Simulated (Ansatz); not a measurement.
# C₃H₉O+: small, medium and large basis sets

How large a basis does C₃H₉O+ need? Two functionals are run in growing sets.

The runs use Ansatz 0.2.0, Gaussian basis; one geometry, several basis sets.

Levels to be run: PBE0-D4/def2-SVP; ωB97M-V/def2-SVP; PBE0-D4/def2-QZVPP; ωB97M-V/def2-QZVPP; the functionals' def2-TZVPP values are taken from earlier runs.

**1. Structure used throughout**

An earlier PBE0-D4 in a triple-zeta def2 set relaxation fixed the geometry.

SMILES `C[O+](C)C`, 13 atoms, charge 1, spin multiplicity 1.

Atoms are counted from 1 here; the program's logs count them from 0.

Bond lengths: C1–O2 1.464 Å, C1–H5 1.087 Å, C1–H6 1.087 Å, C1–H7 1.090 Å, O2–C3 1.464 Å, O2–C4 1.464 Å, C3–H8 1.087 Å, C3–H9 1.090 Å, C3–H10 1.087 Å, C4–H11 1.087 Å, C4–H12 1.087 Å, C4–H13 1.090 Å. Angles: O2–C1–H5 106.5°, O2–C1–H6 106.5°, O2–C1–H7 109.1°, H5–C1–H6 110.8°, H5–C1–H7 111.9°, H6–C1–H7 111.9°, C1–O2–C3 113.9°, C1–O2–C4 113.8°, C3–O2–C4 113.9°, O2–C3–H8 106.5°, O2–C3–H9 109.1°, O2–C3–H10 106.5°, H8–C3–H9 111.9°, H8–C3–H10 110.8°, H9–C3–H10 111.9°, O2–C4–H11 106.5°, O2–C4–H12 106.5°, O2–C4–H13 109.1° and more.

**2. PBE0-D4 in def2-SVP**

The input, in.yaml:

```yaml
crystal:
  periodic: [false, false, false]
  atoms:
    - {symbol: C, position_ang: [-0.494743, 1.015485, -0.855295]}
    - {symbol: O, position_ang: [-0.350697, -0.022162, 0.167625]}
    - {symbol: C, position_ang: [0.557343, 0.342247, 1.256911]}
    - {symbol: C, position_ang: [-0.115553, -1.361088, -0.376290]}
    - {symbol: H, position_ang: [-1.282258, 0.680502, -1.524852]}
    - {symbol: H, position_ang: [-0.790362, 1.922213, -0.334576]}
    - {symbol: H, position_ang: [0.455934, 1.137450, -1.375369]}
    - {symbol: H, position_ang: [0.198736, 1.288343, 1.653145]}
    - {symbol: H, position_ang: [1.570912, 0.424866, 0.863222]}
    - {symbol: H, position_ang: [0.475525, -0.444335, 2.002088]}
    - {symbol: H, position_ang: [-0.924499, -1.555926, -1.075105]}
    - {symbol: H, position_ang: [-0.158574, -2.047172, 0.465215]}
    - {symbol: H, position_ang: [0.858235, -1.380423, -0.866698]}
basis:
  gaussian: {orbitals: def2-SVP}
total_charge: 1
hamiltonian: {xc: pbe0, dispersion: d4}
output: {orbitals: {seedname: orbitals}}
```

Further steps of the session: ωB97M-V in def2-SVP; PBE0-D4 in def2-QZVPP; ωB97M-V in def2-QZVPP.

Q: Predict the results of all the runs planned. Wanted: PBE0-D4: double and triple zeta above quadruple; ωB97M-V: double and triple zeta above quadruple.

As calculated:

| quantity | value |
| --- | --- |
| PBE0-D4: double and triple zeta above quadruple | 6.30, 0.30 eV |
| ωB97M-V: double and triple zeta above quadruple | 6.63, 0.31 eV |

For PBE0-D4 the step from double to triple zeta gains 6.00 eV and the next only 0.30 eV. These are total energies; as a rule much of such shifts cancels in differences, which this series doesn't test.
